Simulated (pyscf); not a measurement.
## Four-centre exchange: HO–SiH₂–OH + water (H₂O) → HO–SiH₂–OH + water (H₂O)

Gas phase, singlet surface, charge 0. Bonds broken: O1–H4, O8–H9. Bonds formed: O1–H9, H4–O8. Structures and frequencies: ωB97X-D3(BJ)/def2-SVP in PySCF. Correlated levels are frozen-core, on RHF or UHF. ΔMP2 is the change of the MP2 total energy from the triple- to the quadruple-zeta basis.

Transition state (Å):

```xyz
10

O     -1.2529     0.2613    -0.0654
Si    -0.1009    -0.0219     1.0639
O      1.3281    -0.6230     0.4376
H     -1.8250    -0.3260    -1.1806
H     -0.5536    -1.0693     2.0178
H      0.1866     1.2589     1.7840
H      1.8715    -0.0006    -0.0553
O     -2.0320     0.2857    -2.1028
H     -1.5277     0.8584    -1.2739
H     -2.9710     0.5224    -2.0646
```

One imaginary mode, 1856i cm⁻¹; descent along it reached the two sides named, in the forms told below.

```csv
bond,change,reactant side (Å),saddle,product side
O1–H4,breaks,0.998,1.384,3.5
O8–H9,breaks,0.968,1.127,2.116
O1–H9,forms,2.9,1.376,0.967
H4–O8,forms,1.817,1.126,0.966
```

Electronic energies relative to the separated reactants (kcal/mol):

```json
[
 {"level": "ωB97X-D3(BJ)/def2-TZVP", "barrier": "38.4", "reaction energy": "0.0", "reverse barrier": "38.4"},
 {"level": "PBE/def2-TZVP", "barrier": "30.4", "reaction energy": "0.0", "reverse barrier": "30.4"},
 {"level": "r²SCAN/def2-TZVP", "barrier": "33.4", "reaction energy": "0.0", "reverse barrier": "33.4"},
 {"level": "B3LYP-D3(BJ)/def2-TZVP", "barrier": "36.2", "reaction energy": "0.0", "reverse barrier": "36.2"},
 {"level": "PBE0-D3(BJ)/def2-TZVP", "barrier": "34.6", "reaction energy": "0.0", "reverse barrier": "34.6"},
 {"level": "M06-2X/def2-TZVP", "barrier": "36.7", "reaction energy": "0.0", "reverse barrier": "36.7"},
 {"level": "ωB97M-D3(BJ)/def2-TZVP", "barrier": "37.3", "reaction energy": "0.0", "reverse barrier": "37.3"},
 {"level": "HF/def2-TZVP", "barrier": "56.3", "reaction energy": "0.0", "reverse barrier": "56.3"},
 {"level": "MP2/def2-QZVPP", "barrier": "38.0", "reaction energy": "0.0", "reverse barrier": "38.0"},
 {"level": "CCSD/def2-TZVPP", "barrier": "43.1", "reaction energy": "0.0", "reverse barrier": "43.1"},
 {"level": "CCSD(T)/def2-TZVPP", "barrier": "40.0", "reaction energy": "0.0", "reverse barrier": "40.0"},
 {"level": "CCSD(T)/def2-TZVPP + ΔMP2(QZVPP)", "barrier": "40.4", "reaction energy": "0.0", "reverse barrier": "40.4"}
]
```

With CCSD(T)/def2-TZVPP + ΔMP2(QZVPP) energies and thermal terms (ideal gas, 1 atm, RRHO with modes under 100 cm⁻¹ raised to 100, one conformer, R ln 2 for chiral ones without a mode under 150 cm⁻¹), in kcal/mol:

```
T (K)   ΔH‡   ΔG‡   ΔH   ΔG
-----  ----  ----  ---  ---
298    38.5  48.3  0.0  0.0
600    38.2  58.4  0.0  0.0
900    38.7  68.4  0.0  0.0
1200   39.4  78.1  0.0  0.0
```

On the reactant side the descent ends in a complex (not fully relaxed), 6.9 kcal/mol under the separated species and 45.2 kcal/mol under the saddle at ωB97X-D3(BJ)/def2-TZVP. On the product side the descent ends in a complex (not fully relaxed), 6.3 kcal/mol under the separated species and 44.7 kcal/mol under the saddle at ωB97X-D3(BJ)/def2-TZVP. The same reactants have a lower exit, to HO–SiH(OH)–OH + H₂ (barrier +28.5 kcal/mol at ωB97M-D3(BJ)/def2-TZVP, against +37.3 kcal/mol here). This is the saddle that the search found; another between the same sides may lie lower. The CCSD(T) − MP2 part came from Ansatz, without density fitting, on the same reference.
